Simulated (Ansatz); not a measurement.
Geometry optimisation, Ansatz 0.2.0, UHF/def2-SVP.

Input:

```yaml
crystal:
  periodic: [false, false, false]
  atoms:
    - { symbol: B, position_ang: [0.03428, 8.8e-05, -0.447121] }
    - { symbol: H, position_ang: [0.058559, -0.000112, 1.957108] }
    - { symbol: F, position_ang: [1.126778, 0.00058, -1.153518] }
    - { symbol: H, position_ang: [-1.04429, -0.000659, -0.980476] }
    - { symbol: C, position_ang: [-0.000521, 1.3e-05, 3.056583] }
    - { symbol: H, position_ang: [-0.575374, -0.864079, 3.391024] }
    - { symbol: H, position_ang: [1.004237, -0.048818, 3.477054] }
    - { symbol: H, position_ang: [-0.490968, 0.912887, 3.395845] }
magnetization:
  spin_polarized: true
  initial_magnetization: 1
basis:
  gaussian: { orbitals: def2-SVP }
hamiltonian:
  xc: hf
relax:
  f_tol: 0.03
  max_steps: 50
output:
  orbitals: {}
```

Launched with:

```bash
$ ansatz run input.yaml --threads 1 --pin off --max-ram 2048MiB --backend cpu --events-out ev --progress --plain --runs-dir out
```

Where does it end, and by what steps?

The forces met the threshold. The force dipped under the threshold on the way, but the program's further checks kept it going. After 9 steps the energy has fallen by 0.158 eV; H4 moved furthest, 1.05 Å.

```
step  energy less start (eV)  largest force component (eV/Å)  accepted
   0                  0.0000                           0.702       yes
   1                 -0.0943                           0.095       yes
   2                 -0.1335                           0.062       yes
   3                 -0.1436                           0.677       yes
   4                 -0.1521                           0.179       yes
   5                 -0.1559                           0.070       yes
   6                 -0.1572                           0.070       yes
   7                 -0.1580                           0.021       yes
   8                 -0.1582                           0.005       yes
   9                 -0.1582                           0.004       yes
```

```xyz
8
Properties=species:S:1:pos:R:3
B 0.017 0.000 -1.474
H 0.109 0.001 2.583
F 1.130 0.000 -2.139
H -1.051 -0.001 -2.027
C 0.003 0.000 3.667
H -0.585 -0.864 3.975
H 0.989 -0.049 4.129
H -0.501 0.913 3.984
```

Whether the end is a true minimum wasn't checked by a vibrational analysis.

Time of the run: 9.4 s on 1 thread of Arm Neoverse V1, with other jobs on the host, peak memory 0.12 GiB.
